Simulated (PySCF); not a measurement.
Compound: phosphorus pentafluoride, PF5.
Numbering: `[F:1][P:2]([F:3])([F:4])([F:5])[F:6]`

The closed-shell ground state was solved at several levels (PySCF, density fitting, gas phase, non-relativistic). Isolated species at its PBE0-D3(BJ)/def2-SVP geometry, gas phase. The dipole stays under 0.02 D at every level.

```tsv
level	basis functions	total energy (Eh)	HOMO (eV)	LUMO (eV)	gap (eV)
B3LYP/aug-cc-pVTZ-J	298	-840.9845	-11.91	-1.00	10.91
B3LYP/cc-pVTZ	184	-840.9455	-11.73	-0.22	11.51
```

Q: What might B3LYP/def2-TZVP (192 basis functions) give for the same quantities?

A: Total energy -840.9885 Eh, HOMO -11.84 eV, LUMO -0.35 eV, gap 11.49 eV.

Q: Over all these levels, which gives the widest orbital gap and which the narrowest?

A: B3LYP/cc-pVTZ has the widest, 11.51 eV, and B3LYP/aug-cc-pVTZ-J the narrowest, 10.91 eV. From the narrowest to the widest the HOMO moves by +0.18 eV and the LUMO by +0.78 eV.

Q: How much does the basis alone move the frontier levels among the 3 B3LYP rows (the withheld one included)?

A: The HOMO by 0.18 eV and the LUMO by 0.78 eV. By rising basis size (HOMO, LUMO in eV): cc-pVTZ -11.73, -0.22; def2-TZVP -11.84, -0.35; aug-cc-pVTZ-J -11.91, -1.00.
